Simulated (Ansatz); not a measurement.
Input for Ansatz (development build ahead of 0.2.0):

```yaml
crystal:
  periodic: [false, false, false]
  atoms:
    - { symbol: "N", position_ang: [0.0, 0.70896, -0.07769] }
    - { symbol: "N", position_ang: [0.0, -0.70896, -0.07769] }
    - { symbol: H, position_ang: [0.21108, 1.08275, 0.84789] }
    - { symbol: H, position_ang: [-0.94821, 0.99503, -0.30408] }
    - { symbol: H, position_ang: [-0.21108, -1.08275, 0.84789] }
    - { symbol: H, position_ang: [0.94821, -0.99503, -0.30408] }
basis:
  gaussian: { orbitals: cc-pVTZ }
hamiltonian:
  xc: hf
correlation:
  method: mp2
  frozen_orbitals: { H: 0, "N": 1 }
output:
  forces: true
```

The input is written out in the form of the current development build from the run's settings.

Output:

```
Converged                                                          : yes
Reference energy                                                   : -111.22364 hartree
Correlation energy                                                 : -0.44010 hartree
Total energy                                                       : -111.66374 hartree
Spin squared of the determinant                                    : 0.000
Stability test                                                     : minimum among restricted orbitals
Occupied orbitals by symmetry in an Abelian subgroup (alpha; beta) : 5 A 4 B; 5 A 4 B
```

Forces (eV/Å):
| atom | Fx | Fy | Fz |
| --- | --- | --- | --- |
| N1 | -0.312 | 0.698 | 0.202 |
| N2 | 0.312 | -0.698 | 0.202 |
| H3 | -0.072 | -0.071 | -0.290 |
| H4 | 0.272 | 0.015 | 0.088 |
| H5 | 0.072 | 0.071 | -0.290 |
| H6 | -0.272 | -0.015 | 0.088 |
